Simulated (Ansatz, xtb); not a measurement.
**Relative energy of two isomers of C4H6ClN**

Structure I is `N#CCCCCl`, a singlet and structure II is `C[C@@H](Cl)CC#N`, a singlet. Both are isolated molecules in the gas phase, relaxed with B3LYP-D3(BJ)/def2-SVP, each in the lowest conformer that the search found.

I (Å):

```xyz
12

C     1.3627    1.3321   -1.2120
C     0.4279    0.2112   -1.0970
C     0.3152   -0.3159    0.3438
C    -0.1987    0.7118    1.3388
Cl   -1.8754    1.2588    0.9292
N     2.1042    2.2211   -1.2555
H     0.7584   -0.5932   -1.7730
H    -0.5621    0.5465   -1.4454
H     1.3050   -0.6576    0.6918
H    -0.3508   -1.1928    0.3424
H    -0.2431    0.2922    2.3520
H     0.4315    1.6120    1.3534
```

II (Å):

```xyz
12

C    -0.8301    0.0330   -1.2122
C    -1.2939    1.2454   -0.4254
C    -1.2889    1.0353    1.0980
C     0.0581    0.7797    1.6106
Cl   -2.9894    1.6907   -0.9071
N     1.1367    0.5784    1.9818
H     0.2067   -0.2177   -0.9366
H    -1.4707   -0.8366   -0.9999
H    -0.8659    0.2358   -2.2915
H    -0.6827    2.1244   -0.6732
H    -1.6996    1.9256    1.5983
H    -1.9427    0.1864    1.3562
```

Estimate E(II) − E(I) at the level CCSD(T)/def2-SVP + ΔMP2/def2-TZVPP.

Calculated at CCSD(T)/def2-SVP + ΔMP2/def2-TZVPP: E(II) − E(I) = −1.12 kcal/mol, so structure II lies lower.

The same difference at several levels:

| level | geometry | E(II) − E(I) (kcal/mol) | departure from the last row (kcal/mol) | job, with rough time for the two |
| --- | --- | --- | --- | --- |
| GFN2-xTB | GFN2-xTB | −2.19 | −1.06 | optimisation, 0.33 s |
| HF/STO-3G | GFN2-xTB | −0.26 | +0.86 | single point, 1.2 s |
| r2SCAN-D4/def2-SVP | GFN2-xTB | −1.15 | −0.03 | single point, 7.8 s |
| B3LYP-D3(BJ)/def2-SVP | B3LYP-D3(BJ)/def2-SVP | −0.69 | +0.44 | optimisation, 94 s |
| HF/def2-SVP | B3LYP-D3(BJ)/def2-SVP | −0.17 | +0.95 | part of the CCSD(T) run |
| MP2/def2-SVP | B3LYP-D3(BJ)/def2-SVP | −1.72 | −0.59 | part of the CCSD(T) run |
| CCSD(T)/def2-SVP | B3LYP-D3(BJ)/def2-SVP | −1.42 | −0.30 | single point |
| CCSD(T)/def2-SVP + ΔMP2/def2-TZVPP | B3LYP-D3(BJ)/def2-SVP | −1.12 |  | single point, 1.7 min |

As drawn, both hold the same kinds of bond in the same numbers. Structure I has 0 methyl groups, II 1.

HF/STO-3G, HF/def2-SVP find them nearly level. The largest departure from CCSD(T)/def2-SVP + ΔMP2/def2-TZVPP is that of GFN2-xTB, 1.06 kcal/mol. The last row adds to CCSD(T) the change of the MP2 difference between the two basis sets, here +0.30 kcal/mol.

With thermal terms from frequencies at re-optimised GFN2-xTB minima (ideal gas, soft modes damped towards free rotors, one conformer each, 298.15 K, 1 atm): on the last row, ΔE + ΔZPE = −1.42, ΔH = −1.28, ΔG = −1.37 kcal/mol.

The correlated steps freeze 10 core orbitals. Mirror images aren't counted in ΔG. Programs: Ansatz 0.2.0, xtb 6.7.1; the last row on 2 threads of Intel(R) Xeon(R) Processor @ 2.50GHz (Skylake/Cascade Lake) on a shared host.
